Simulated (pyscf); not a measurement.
Optimised with ωB97X-D3(BJ)/def2-SVP in PySCF.

Task: Estimate by transition-state theory the rate constant of `[CH3][Ga]([CH3])[CH3]` + `[CH3]` [doublet] → `[CH3][CH3]` + `[CH3][Ga][CH3]` [doublet] (doublet surface; C–Ga broken, C–C formed) at 900 K, with ωB97M-D3(BJ)/def2-TZVP energies (ideal gas, 1 atm, RRHO with modes under 100 cm⁻¹ raised to 100, one conformer, R ln 2 for chiral ones without a mode under 150 cm⁻¹; no tunnelling).

Result: The electronic barrier is 31.7 kcal/mol and the thermal terms add +31.8, so ΔG‡ = 63.5 kcal/mol. With k_BT/h = 1.88e+13 s⁻¹ and RT = 1.788 kcal/mol, and a volume of 1.23e-19 cm³ per molecule at 1 atm, k = 8.5e-22 cm³ molecule⁻¹ s⁻¹. Wigner's tunnelling factor for 1184i cm⁻¹ would be 1.15. A shift of 1 kcal/mol in the barrier changes k by a factor 1.7. One saddle was located; it need not be the lowest between these sides. The angle at the attacked C is 162°. Elements up to Kr have no core potential and no relativistic terms here.
